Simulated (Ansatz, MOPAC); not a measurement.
## Band gap of 2H-SiC: levels of theory against measurement

Reference value: 3.33 eV (measured, temperature not stated, not corrected to a static lattice; as tabulated in Deguchi et al. (2016), arXiv:1512.06930).

What do PM7 semi-empirical Hartree-Fock (MOPAC), LDA, PBE, PBEsol, PBE-D4, r²SCAN, PBE0, Hartree–Fock, G0W0@HSE06 give, and how far is each from the reference?


| level (code) | value (eV) | cell (Å³/atom) | difference (eV) |
|---|---|---|---|
| PM7 semi-empirical Hartree-Fock (MOPAC) | 7.63 | 11.27 | +4.30 |
| LDA (Ansatz) | 2.14 (indirect) | 10.34 | -1.19 |
| PBE (Ansatz) | 2.25 (indirect) | 10.34 | -1.08 |
| PBEsol (Ansatz) | 2.10 (indirect) | 10.34 | -1.23 |
| PBE-D4 (Ansatz) | 2.27 | 10.30 | -1.06 |
| r²SCAN (Ansatz) | 2.62 (indirect) | 10.34 | -0.71 |
| PBE0 (Ansatz) | 3.85 (indirect) | 10.34 | +0.52 |
| Hartree–Fock (Ansatz) | 9.58 (indirect) | 10.34 | +6.25 |
| G0W0@HSE06 (Ansatz) | 3.69 (indirect) | 10.34 | +0.36 |

Leaving aside PM7 semi-empirical Hartree-Fock (MOPAC) (doubt noted below): Once the reference is moved by up to 0.23 eV (a margin picked here for doubts on the reference and the settings, and for temperature and zero-point motion) and values within 0.03 eV count as equal, the nearest can be G0W0@HSE06 (+0.36 eV) or r²SCAN (-0.71 eV). Among them Hartree–Fock (+6.25 eV) misses by most.

Semilocal Kohn–Sham gaps run low as a rule, and all computed gaps are for a static lattice, while measured ones hold electron–phonon shifts unless said otherwise.  PM7 semi-empirical Hartree-Fock (MOPAC), PBE-D4, PBE0, Hartree–Fock: the gap is read on the k mesh or supercell of the run alone and can be too large. PM7 semi-empirical Hartree-Fock (MOPAC): the method was fitted mainly to molecules. PM7 semi-empirical Hartree-Fock (MOPAC): gaps of these semi-empirical methods are Hartree–Fock-like level differences, and their formation enthalpies are fitted 298 K values. G0W0@HSE06: GW on a hybrid start was not checked against another program. Values are at the measured cell; PM7 semi-empirical Hartree-Fock (MOPAC) at the level's own relaxed cell; PBE-D4 at the level's own relaxed cell. Cutoffs and k meshes differ between the levels. Ansatz's density-functional and Hartree–Fock values are scalar-relativistic unless marked +SOC, with PAW data made under PBE.

Differences are worked out from the printed values.

Ansatz is a program for electronic structure.
